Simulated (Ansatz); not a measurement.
The cluster B₃⁺, relaxed as a quintet with UKS PBE-D4/def2-TZVP in Ansatz, starting from the PBE-D4/def2-TZVP geometry of the charge +1 singlet. Force threshold 0.02 eV/Å.

At PBE-D4/def2-TZVP a singlet of charge 1 lies 0.53 eV below the quintet, each at its own geometry. The structure comes from a short search, and lower isomers may exist.

Start:

```xyz
3

B     0.834    0.199    0.302
B    -0.106   -0.574   -0.697
B    -0.728    0.375    0.395
```

```csv
step,energy (eV),largest force component (eV/Å),SCF passes
1,-2005.7370,5.749,60
2,-2006.5666,3.063,40
3,-2007.2333,1.582,38
4,-2007.7618,0.786,35
5,-2008.0927,0.832,35
6,-2008.2487,1.087,35
7,-2008.4004,0.240,34
8,-2008.4214,0.276,34
9,-2008.4294,0.011,30
```

Force components are those of the run's own axes.

End:

```xyz
3

B     0.009    0.002    0.003
B     0.623   -0.960   -1.106
B    -0.632    0.958    1.103
```

Bonds lost: B2–B3 (atoms count from 1).

No frequencies were taken in this run, so the end may be a saddle point.

Hardware: 4 threads of AMD EPYC 9B14 on a shared host. Wall time 3.9 s.
